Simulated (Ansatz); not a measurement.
A nudged elastic band was laid between two geometries of HS2Si (4 atoms, charge 0, multiplicity 2).

Theory: UKS r2SCANh-D4/6-31G* in Ansatz 0.2.0.

* movable images: 7
* climbing image: yes
* spring: 5.0 eV/Å²
* optimiser: quadratic models (default)
* start path: through a guess of the saddle point
* force threshold: 0.05 eV/Å
* iteration limit: 60
* end points: relaxed

First end point:

```xyz
4
Properties=species:S:1:pos:R:3
S -1.593 -0.471 0.955
Si 0.147 0.009 0.087
S 0.025 0.366 -1.881
H 1.421 0.095 0.839
```

Last end point:

```xyz
4
Properties=species:S:1:pos:R:3
S -2.258 -0.558 0.786
Si -0.327 -0.205 0.760
S 0.681 0.325 -1.050
H 1.904 0.439 -0.496
```

Q: Which bonds break or form, and what moves?

A: Bonds broken: Si2–H4. Bonds formed: S3–H4.

Q: Give the energies along the band, and the barrier.

A: The forces met the threshold. The highest image is number 4 of 0 to 8, 1.20 eV above the first end and 1.31 eV above the last; the last end lies 0.11 eV below the first. A vibrational analysis at the climbing image gives one clearly imaginary mode, 1382i cm⁻¹: a first-order saddle point.

| image | path coordinate (Å) | energy (eV) | Si2–H4 (Å) | S3–H4 (Å) |
| --- | --- | --- | --- | --- |
| 0 | 0.00 | 0.00 | 1.48 | 3.07 |
| 1 | 0.33 | 0.13 | 1.48 | 2.81 |
| 2 | 0.66 | 0.35 | 1.50 | 2.47 |
| 3 | 1.00 | 0.79 | 1.55 | 2.07 |
| 4 | 1.33 | 1.20 | 1.66 | 1.69 |
| 5 | 1.62 | 0.76 | 1.87 | 1.43 |
| 6 | 1.92 | 0.27 | 2.15 | 1.35 |
| 7 | 2.21 | -0.02 | 2.42 | 1.34 |
| 8 | 2.51 | -0.11 | 2.64 | 1.35 |

Q: What is the geometry of the highest image?

A: 
```xyz
4
Properties=species:S:1:pos:R:3
S -1.881 -0.564 1.164
Si -0.211 -0.097 0.280
S 0.694 0.411 -1.487
H 1.398 0.250 0.043
```

Q: What are the harmonic wavenumbers there?

A: 1382i, 194, 200, 503, 794, 1650 cm⁻¹.

Time of the run: 2.9 min on 2 threads of Arm Neoverse V1, on a shared host, peak memory 0.2 GiB.
